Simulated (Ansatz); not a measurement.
Nudged elastic band run: AlFH4

Input:

```yaml
crystal:
  periodic: [false, false, false]
  atoms:
    - { symbol: Al, position_ang: [-0.007056, 0.44872, -0.116093] }
    - { symbol: F, position_ang: [0.003404, 0.3599, 1.541813] }
    - { symbol: H, position_ang: [1.393333, 0.533357, -0.844784] }
    - { symbol: H, position_ang: [-1.416942, 0.455412, -0.831264] }
    - { symbol: H, position_ang: [0.0905, -2.78355, 1.282826] }
    - { symbol: H, position_ang: [0.07266, -2.09734, 1.568702] }
basis:
  gaussian: { orbitals: "6-31G*" }
hamiltonian:
  xc: b3lyp
  dispersion: d4
neb:
  order_check: false
  images: 7
  f_tol: 0.03
  max_iterations: 60
  initial_path: linear
  final_atoms:
    - { symbol: Al, position_ang: [0.01627195, -0.3952838, -0.19575774] }
    - { symbol: F, position_ang: [0.01903393, -0.13708672, 1.85278747] }
    - { symbol: H, position_ang: [1.38241984, 0.28656792, -0.63416238] }
    - { symbol: H, position_ang: [-1.3900239, 0.2090989, -0.62064461] }
    - { symbol: H, position_ang: [0.06213616, -1.96574192, 0.21134384] }
    - { symbol: H, position_ang: [0.04606102, -1.08105538, 1.98763341] }
```

Run as:

```bash
$ ansatz run input.yaml --threads 1 --pin off --max-ram 2048MiB --backend cpu --events-out ev --progress --plain --runs-dir out
```

Output, in part (warnings, iteration lines, the closing report on the highest movable image, with atoms numbered from 0):

```
NEB end point (image 0): max|allowed force component| = 4.458e-3 eV/Å (the criterion of neb.relax_end_points is 1.000e-2)
NEB end point (image 8): max|allowed force component| = 1.528e-2 eV/Å (the criterion of neb.relax_end_points is 1.000e-2)
NEB iter   1: max|band force component| = 4.265e0 eV/Å  barrier→ = 3.0250 eV  barrier← = 1.5446 eV  Δτ_max = 0.2000 Å  (184 SCF iters)
NEB iter   2: max|band force component| = 3.563e0 eV/Å  barrier→ = 1.8145 eV  barrier← = 0.3341 eV  Δτ_max = 0.1009 Å  (162 SCF iters)
NEB iter   3: max|band force component| = 1.922e0 eV/Å  barrier→ = 1.5504 eV  barrier← = 0.0701 eV  Δτ_max = 0.1011 Å  (151 SCF iters)
NEB iter   4: max|band force component| = 1.082e0 eV/Å  barrier→ = 1.5051 eV  barrier← = 0.0248 eV  Δτ_max = 0.1529 Å  (141 SCF iters)
NEB iter   5: max|band force component| = 1.410e0 eV/Å  barrier→ = 1.5055 eV  barrier← = 0.0252 eV  Δτ_max = 0.0771 Å  (144 SCF iters)
NEB iter   6: max|band force component| = 6.349e-1 eV/Å  barrier→ = 1.5042 eV  barrier← = 0.0238 eV  Δτ_max = 0.1468 Å  (140 SCF iters)
NEB iter   7: max|band force component| = 3.686e-1 eV/Å  barrier→ = 1.5055 eV  barrier← = 0.0252 eV  CI = image 7  Δτ_max = 0.1065 Å  (142 SCF iters)
NEB iter   8: max|band force component| = 2.583e-1 eV/Å  barrier→ = 1.5235 eV  barrier← = 0.0432 eV  CI = image 7  Δτ_max = 0.1544 Å  (141 SCF iters)
NEB iter   9: max|band force component| = 1.229e0 eV/Å  barrier→ = 1.5217 eV  barrier← = 0.0414 eV  CI = image 7  Δτ_max = 0.0793 Å  (145 SCF iters)
NEB iter  10: max|band force component| = 5.677e-1 eV/Å  barrier→ = 1.5199 eV  barrier← = 0.0396 eV  CI = image 7  Δτ_max = 0.1236 Å  (140 SCF iters)
NEB iter  11: max|band force component| = 1.419e-1 eV/Å  barrier→ = 1.5196 eV  barrier← = 0.0393 eV  CI = image 7  Δτ_max = 0.1457 Å  (143 SCF iters)
NEB iter  12: max|band force component| = 8.949e-1 eV/Å  barrier→ = 1.5189 eV  barrier← = 0.0386 eV  CI = image 7  Δτ_max = 0.0783 Å  (139 SCF iters)
NEB iter  13: max|band force component| = 2.522e-1 eV/Å  barrier→ = 1.5188 eV  barrier← = 0.0385 eV  CI = image 7  Δτ_max = 0.1536 Å  (140 SCF iters)
NEB iter  14: max|band force component| = 8.721e-2 eV/Å  barrier→ = 1.5188 eV  barrier← = 0.0384 eV  CI = image 7  Δτ_max = 0.0970 Å  (135 SCF iters)
NEB iter  15: max|band force component| = 5.004e-2 eV/Å  barrier→ = 1.5188 eV  barrier← = 0.0384 eV  CI = image 7  Δτ_max = 0.0231 Å  (134 SCF iters)
NEB iter  16: max|band force component| = 3.236e-2 eV/Å  barrier→ = 1.5188 eV  barrier← = 0.0384 eV  CI = image 7  Δτ_max = 0.0143 Å  (123 SCF iters)
NEB iter  17: max|band force component| = 2.055e-2 eV/Å  barrier→ = 1.5188 eV  barrier← = 0.0384 eV  CI = image 7  Δτ_max = 0.0000 Å  (262 SCF iters)
Total energy: -9378.51504968 eV, -344.6540710900 hartree
Atom 0 at     0.016372    -0.384499    -0.127385 Å, force    -0.000041     0.000185     0.000604 eV/Å
Atom 1 at     0.012236     0.089416     1.774427 Å, force    -0.000108     0.000952    -0.000219 eV/Å
Atom 2 at     1.406358     0.039400    -0.750400 Å, force     0.000075    -0.000031    -0.000057 eV/Å
Atom 3 at    -1.401020    -0.038843    -0.736843 Å, force    -0.000005    -0.000113    -0.000106 eV/Å
Atom 4 at     0.061093    -1.836596     0.745152 Å, force    -0.000179     0.000108    -0.000026 eV/Å
Atom 5 at     0.040861    -0.952378     1.696249 Å, force     0.000258    -0.001101    -0.000196 eV/Å
Dipole moment:     0.003089    -0.086158     0.145105 e Å
```

The run converged. Another band between the same ends (7 images) ends at a top of the same energy, where a vibrational analysis finds 1 clearly imaginary mode. The orbitals stay closed-shell, which can raise the energy where a bond breaks towards radicals; this wasn't checked here.

Final band (atoms are numbered from 1 in the order of the input):

```json
{"image": "0", "path coordinate (Å)": "0.00", "energy (kJ/mol)": "0.0", "H5–H6 (Å)": "0.74", "Al1–H5 (Å)": "3.52", "F2–H6 (Å)": "2.46"}
{"image": "1", "path coordinate (Å)": "0.37", "energy (kJ/mol)": "0.1", "H5–H6 (Å)": "0.74", "Al1–H5 (Å)": "3.24", "F2–H6 (Å)": "2.53"}
{"image": "2", "path coordinate (Å)": "0.73", "energy (kJ/mol)": "0.1", "H5–H6 (Å)": "0.75", "Al1–H5 (Å)": "2.95", "F2–H6 (Å)": "2.63"}
{"image": "3", "path coordinate (Å)": "1.10", "energy (kJ/mol)": "0.4", "H5–H6 (Å)": "0.74", "Al1–H5 (Å)": "2.61", "F2–H6 (Å)": "2.57"}
{"image": "4", "path coordinate (Å)": "1.46", "energy (kJ/mol)": "5.5", "H5–H6 (Å)": "0.75", "Al1–H5 (Å)": "2.34", "F2–H6 (Å)": "2.17"}
{"image": "5", "path coordinate (Å)": "1.83", "energy (kJ/mol)": "30.1", "H5–H6 (Å)": "0.76", "Al1–H5 (Å)": "2.06", "F2–H6 (Å)": "1.76"}
{"image": "6", "path coordinate (Å)": "2.19", "energy (kJ/mol)": "104.4", "H5–H6 (Å)": "0.92", "Al1–H5 (Å)": "1.82", "F2–H6 (Å)": "1.37"}
{"image": "7", "path coordinate (Å)": "2.56", "energy (kJ/mol)": "146.5", "H5–H6 (Å)": "1.30", "Al1–H5 (Å)": "1.69", "F2–H6 (Å)": "1.05"}
{"image": "8", "path coordinate (Å)": "3.09", "energy (kJ/mol)": "142.8", "H5–H6 (Å)": "1.98", "Al1–H5 (Å)": "1.62", "F2–H6 (Å)": "0.95"}
```

Time of the run: 94 s on 1 thread of Arm Neoverse V2 (shared host), peak memory 0.089 GiB.
